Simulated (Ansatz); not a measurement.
# C2HF2 (SMILES [CH]=C(F)F): the energy, rung by rung

The species is C2HF2 (5 atoms), meant as a doublet with charge 0. SMILES: `[CH]=C(F)F`. Geometry: optimised at r2SCAN/def2-SVP.

Each level gives the adiabatic ionisation energy (to the singlet cation, shapes relaxed at r2SCAN/def2-SVP, no zero-point term) (eV). The values are calculated.

```
               level                    kind  program  value (eV)  less CCSD(T)/def2-TZVPP
   USVWN5/def2-TZVPP                     LDA   Ansatz       10.38                    +0.05
     UPBE/def2-TZVPP                     GGA   Ansatz       10.32                    -0.01
 U-r2SCAN/def2-TZVPP                meta-GGA   Ansatz       10.51                    +0.18
 UPBE0-D4/def2-TZVPP           global hybrid   Ansatz       10.46                    +0.13
U-wB97M-V/def2-TZVPP  range-separated hybrid   Ansatz       10.21                    -0.12
  UB2PLYP/def2-TZVPP           double hybrid   Ansatz       10.33                     0.00
     UMP2/def2-TZVPP     perturbation theory   Ansatz       10.18                    -0.15
 UCCSD(T)/def2-TZVPP   coupled cluster or CI   Ansatz       10.33                     0.00
```

UCCSD(T)/def2-TZVPP is the highest level here, not the true value. The values span 10.18 to 10.51 eV. Spin contamination of the reference (⟨S²⟩ at least 0.1 too high) touches UMP2/def2-TZVPP, UCCSD(T)/def2-TZVPP (up to 0.18 too high).
